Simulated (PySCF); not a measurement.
Gas-phase reaction: SiF2 + SiO2 + F2 → 2 SiOF2

Computed with PySCF and rigid-rotor harmonic-oscillator thermochemistry at 1 bar. † marks an energy on the PBE0/def2-TZVP geometry and frequencies; other levels use their own. MP2 freezes the core. All species are closed-shell singlets. SiOF2: computed as isolated molecules; such fragments, hydroxides, amides, oligomers or adducts are transient or little studied in the gas. MP2 isn't extrapolated to the basis-set limit; its ΔH°(298 K) is -862.7 kJ in def2-SVP and -929.1 kJ in def2-TZVPP. The harmonic model lacks anharmonicity and excited electronic states, which grow with temperature; levels with a mode under 35 cm⁻¹ are left out.

```json
[
 {"level": "BLYP/def2-TZVP†", "ΔE electronic, kJ": "-816", "ΔH°(298 K), kJ": "-807", "ΔS°(298 K), J/K": "-136", "ΔG°(1600 K), kJ": "-592"},
 {"level": "HF/def2-TZVP†", "ΔE electronic, kJ": "-971", "ΔH°(298 K), kJ": "-962", "ΔS°(298 K), J/K": "-136", "ΔG°(1600 K), kJ": "-747"},
 {"level": "M06-2X/def2-TZVP†", "ΔE electronic, kJ": "-925", "ΔH°(298 K), kJ": "-916", "ΔS°(298 K), J/K": "-136", "ΔG°(1600 K), kJ": "-701"},
 {"level": "MP2/def2-SVP†", "ΔE electronic, kJ": "-871", "ΔH°(298 K), kJ": "-863", "ΔS°(298 K), J/K": "-136", "ΔG°(1600 K), kJ": "-648"},
 {"level": "MP2/def2-TZVPP†", "ΔE electronic, kJ": "-938", "ΔH°(298 K), kJ": "-929", "ΔS°(298 K), J/K": "-136", "ΔG°(1600 K), kJ": "-714"},
 {"level": "PBE/def2-SVP", "ΔE electronic, kJ": "-790", "ΔH°(298 K), kJ": "-782", "ΔS°(298 K), J/K": "-134", "ΔG°(1600 K), kJ": "-572"},
 {"level": "PBE/def2-TZVP†", "ΔE electronic, kJ": "-831", "ΔH°(298 K), kJ": "-823", "ΔS°(298 K), J/K": "-136", "ΔG°(1600 K), kJ": "-608"},
 {"level": "PBE0/def2-QZVP†", "ΔE electronic, kJ": "-893", "ΔH°(298 K), kJ": "-884", "ΔS°(298 K), J/K": "-136", "ΔG°(1600 K), kJ": "-669"},
 {"level": "PBE0/def2-TZVP", "ΔE electronic, kJ": "-886", "ΔH°(298 K), kJ": "-877", "ΔS°(298 K), J/K": "-136", "ΔG°(1600 K), kJ": "-662"},
 {"level": "LDA/def2-TZVP†", "ΔE electronic, kJ": "-892", "ΔH°(298 K), kJ": "-884", "ΔS°(298 K), J/K": "-136", "ΔG°(1600 K), kJ": "-669"},
 {"level": "ωB97M-V/def2-TZVP†", "ΔE electronic, kJ": "-884", "ΔH°(298 K), kJ": "-875", "ΔS°(298 K), J/K": "-136", "ΔG°(1600 K), kJ": "-660"}
]
```
ΔH° is lowest at HF/def2-TZVP† and highest at PBE/def2-SVP. No reference value is set beside these.
